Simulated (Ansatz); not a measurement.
Where CCSD(T) holds and where it slips

Each species is computed at the geometry given (Å), with frozen cores, in Ansatz 0.2.0: RHF-CCSD(T) for singlets, UHF-CCSD(T) otherwise, and full CI in the same basis. The program picks the determinant by trial CCSD, so it needn't be the lowest Hartree–Fock solution. States: CH3⁺ A1, H3S⁺ B1, HAlB A''. Cases whose determinant has another symmetry than full CI's state, or whose (Q) step broke down, weren't drawn.

Task: Judging by size, spin and bonding and the diagnostics given, rank them by the size of CCSD(T)'s error in total energy against full CI in the same basis, smallest first (an estimate).
A. CH₃⁺, triplet, cc-pVDZ: C 0.000 0.000 -0.064; H 0.000 0.683 -1.015; H 0.000 0.000 2.798; H 0.000 -0.683 -1.015. T1 0.011, (T) -51 meV in a correlation energy of -2.91 eV
B. HAlB, doublet, 6-31G: B 0.000 -0.208 1.505; Al 0.000 0.125 -0.545; H 0.000 -1.123 -1.547. T1 0.073, (T) -85 meV in a correlation energy of -2.16 eV
C. H3S⁺, triplet, 6-31G: S 0.000 -0.049 0.000; H 0.000 1.641 0.000; H 0.000 -0.047 1.520; H 0.000 -0.047 -1.520. T1 0.028, (T) -24 meV in a correlation energy of -2.22 eV

Result: C (10.5 meV), A (17.1 meV), B (107.7 meV).

| species | basis | correlated electrons | CCSD(T) − full CI (meV) | CCSDT(Q) − full CI (meV) | unpaired electrons (full CI) | T1 | ⟨S²⟩ of the determinant |
| --- | --- | --- | --- | --- | --- | --- | --- |
| H3S⁺, triplet | 6-31G | 8 | 10.5 | 0.3 | 2.06 | 0.028 | 2.10 |
| CH3⁺, triplet | cc-pVDZ | 6 | 17.1 | 0.4 | 2.03 | 0.011 | 2.01 |
| HAlB, doublet | 6-31G | 7 | 107.7 | 5.2 | 1.56 | 0.073 | 1.66 |

Unpaired electrons are Σ n²(2−n)² over natural occupations; an open shell counts its own unpaired electrons too. Frozen cores follow each run's orbitals, which moves totals by a few meV.
